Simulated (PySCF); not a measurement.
One of the candidates below gave these computed data.

All candidates are C4H5P.

| technique | computed result |
| --- | --- |
| XPS | P2p3/2 136.5, C1s 289.9 (×2), C1s 290.4 (×2), P1s 2150.1 eV [ΔSCF SCAN, pcX-2 on the ionised atom, pcseg-1 elsewhere, spin-free X2C, 2p3/2 from a spin–orbit splitting computed afterwards within the 2p shell] |
| UV, strongest line | among the 8 lowest singlet transitions: S2 at 5.09 eV (244 nm, f = 0.085) [TDDFT B3LYP/def2-SVPD] |
| Triplet | lowest triplet excitation (Tamm–Dancoff): 3.06 eV [TDA B3LYP/def2-SVPD] |
| Dipole | 0.82 D [B3LYP/def2-SVPD] |
| Polarisability | 68.2 au [B3LYP/def2-SVPD] |
| Rotational structure | rotational constants A, B, C: 7.559, 5.041, 3.093 GHz [GFN2-xTB] |
| UV, first state | lowest singlet excitation: 4.72 eV (263 nm, f = 0.041) [TDDFT B3LYP/def2-SVPD] |

Electronic properties: PySCF, gas phase, density fitting. Levels stand in brackets. Isolated species at its GFN2-xTB geometry, gas phase.

Problem. Which candidate is it?
A. `c1cc[pH]c1`
B. `C=CP1C=C1`
C. `C/C=C/C#P`

Solution. A. It is `c1cc[pH]c1`. Numbering: `[cH:1]1[cH:2][cH:3][pH:4][cH:5]1`. The core levels belong to: P2p3/2 136.5 eV, ring phosphorus [P4]; C1s 289.9 eV, unsaturated ring CH carbon [C3/C5]; C1s 290.4 eV, unsaturated ring CH carbon [C1/C2]; P1s 2150.1 eV, ring phosphorus [P4]. The hole state at 290.4 eV has ⟨S²⟩ = 0.83 against 0.75, so that value is less sure. S1 is mainly HOMO→LUMO (weight 0.95); the largest Löwdin shares of the orbital it empties are 0.27 on each of 2 atoms of one kind (unsaturated ring CH carbon) and 0.17 on each of 2 atoms of one kind (unsaturated ring CH carbon), of the orbital it fills 0.19 on each of 2 atoms of one kind (unsaturated ring CH carbon) and 0.15 on each of 2 atoms of one kind (unsaturated ring CH carbon). The optimised geometry has point group Cs and is an asymmetric top.

The others, at the same levels:
- `C=CP1C=C1` fails: its computed core binding energies are P2p3/2 136.4, C1s 290.1, C1s 290.1, C1s 290.6 (×2), P1s 2150.1 eV, lowest triplet excitation (Tamm–Dancoff) is 3.81 eV (against 3.06 eV) and strongest line among the 8 lowest singlet transitions is S7 at 6.63 eV (187 nm, f = 0.250) (against S2 at 5.09 eV).
- `C/C=C/C#P` fails: its computed lowest singlet excitation is 3.86 eV (321 nm, f = 0.000) (against 4.72 eV), lowest triplet excitation (Tamm–Dancoff) is 2.48 eV (against 3.06 eV) and strongest line among the 8 lowest singlet transitions is S4 at 6.10 eV (203 nm, f = 0.880) (against S2 at 5.09 eV).

Each candidate is one conformer, not necessarily the lowest. The conformers computed, where there is a choice (atom-mapped SMILES and torsion angles):
- `[CH2:1]=[CH:2][P:3]1[CH:4]=[CH:5]1`: C1–C2–P3–C4 -159°
